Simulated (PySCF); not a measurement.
Two structures of CH$_{6}$AlN, singlet, reached by relaxing down either side of one saddle point (PBE0-D4/def2-TZVP). Energies are electronic, without zero-point energy. PySCF 2.14 with density fitting (its default auxiliary sets; JK sets also for MP2 and CCSD(T)); basis: def2-TZVPP and def2-QZVPP; cores frozen in the correlated methods. Extrapolation: Hartree–Fock as exp(−7.88 √X), correlation as X^−2.97. First:

Al1  (-0.581, -0.002, -0.423)
C2  (0.067, 0.855, 1.204)
N3  (0.435, -1.179, -1.269)
H4  (1.357, -1.467, -0.983)
H5  (-2.003, 0.290, -1.066)
H6  (1.055, 0.498, 1.504)
H7  (0.130, 1.941, 1.077)
H8  (-0.619, 0.681, 2.039)
H9  (0.168, -1.661, -2.112)
(Å)

Second:

```json
{"atom": "Al1", "x (Å)": "-1.2591", "y (Å)": "-0.0335", "z (Å)": "-1.3040"}
{"atom": "C2", "x (Å)": "0.7264", "y (Å)": "0.4091", "z (Å)": "1.2848"}
{"atom": "N3", "x (Å)": "-0.3208", "y (Å)": "-1.1331", "z (Å)": "-2.0327"}
{"atom": "H4", "x (Å)": "0.8606", "y (Å)": "-0.2571", "z (Å)": "0.4281"}
{"atom": "H5", "x (Å)": "-2.0759", "y (Å)": "1.0187", "z (Å)": "-0.4935"}
{"atom": "H6", "x (Å)": "1.5676", "y (Å)": "0.2740", "z (Å)": "1.9642"}
{"atom": "H7", "x (Å)": "0.6998", "y (Å)": "1.4481", "z (Å)": "0.9548"}
{"atom": "H8", "x (Å)": "-0.1975", "y (Å)": "0.1679", "z (Å)": "1.8119"}
{"atom": "H9", "x (Å)": "0.0504", "y (Å)": "-1.7884", "z (Å)": "-2.6875"}
```

Problem. Which bonds change from the first to the second?

Solution. CH₆AlN ([CH3][AlH][NH2]) → AlNH₂ ([NH][AlH]) + CH₄; bonds formed: C2–H4; bonds broken: Al1–C2, N3–H4.

Problem. Give the saddle point's structure and its height above each. (Judge from chemistry; the value comes from the calculation.)

Solution. Computed: 3.225 eV above the first and 0.612 eV above the second (CCSD(T) at an estimated basis limit (MP2 extrapolated from triple and quadruple zeta, plus CCSD(T) − MP2 in triple zeta)).
```
atom    x (Å)    y (Å)    z (Å)
 Al1  -0.9558   0.0297  -0.6853
  C2   0.4631   0.4280   0.9056
  N3   0.1234  -1.0916  -1.3264
  H4   0.6303  -0.4155  -0.0641
  H5  -2.2407   0.9272  -0.4896
  H6   1.4426   0.1471   1.3014
  H7   0.5103   1.5056   0.7175
  H8  -0.2552   0.2235   1.7068
  H9   0.2820  -1.7542  -2.0658
```

The T1 diagnostic stays at or below 0.023.

Labels in which every atom is bracketed show which atoms are joined, not bond orders.

For scale, one of the runs: CCSD(T)/def2-TZVPP, 188 basis functions, launched by `OMP_NUM_THREADS=4 python run.py`. Hardware: 4 CPU threads of an Arm Neoverse V1, shared host. Wall time 4.7 min; peak host memory 1.6 GiB.
